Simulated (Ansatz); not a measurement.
A made-up structure of CH$_{5}$BN (charge +1), singlet:

```
atom    x (Å)    y (Å)    z (Å)
  B1  -1.0370   0.6418  -0.7429
  N2   0.2739   0.4000   0.2816
  C3   0.8410  -0.8904   0.5471
  H4  -1.5257  -0.4561  -1.3030
  H5  -1.4530   1.8881  -0.8927
  H6   0.7524   1.2961   0.8032
  H7   0.3562  -1.8691   0.0081
  H8   1.7922  -1.0104   1.2988
```

It is relaxed with PBE-D4/def2-SVP and then PBE0-D4/def2-TZVP (Ansatz 0.2.0). Atoms count as bonded within 1.22 times the sum of their covalent radii (H–H: 0.88 Å). The end point is not checked to be a true minimum.

Question: Does its bonding change? (Judge from chemistry; the calculation decides.)

Answer: Computed: No: no bond forms or breaks.

Where it ends: The first stage lowers the energy by 1.59 eV in 5 steps. It ends as CH₅BN ([BH2][NH][CH2]), total charge +1:
B1  (-0.926, 0.573, -0.663)
N2  (0.245, 0.357, 0.251)
C3  (0.751, -0.795, 0.488)
H4  (-1.362, -0.407, -1.163)
H5  (-1.297, 1.686, -0.797)
H6  (0.672, 1.157, 0.717)
H7  (0.318, -1.669, 0.007)
H8  (1.600, -0.902, 1.160)
(Å)

Labels in which every atom is bracketed show which atoms are joined, not bond orders.

For scale, one of the runs: PBE0-D4/def2-TZVP relaxation, 123 basis functions, launched by `ansatz run in.yaml --threads 2 --pin off --events-out ev --progress --plain --max-ram 4352MiB`. Hardware: 2 CPU threads of an Arm Neoverse V1, shared host. Wall time about 14 s.
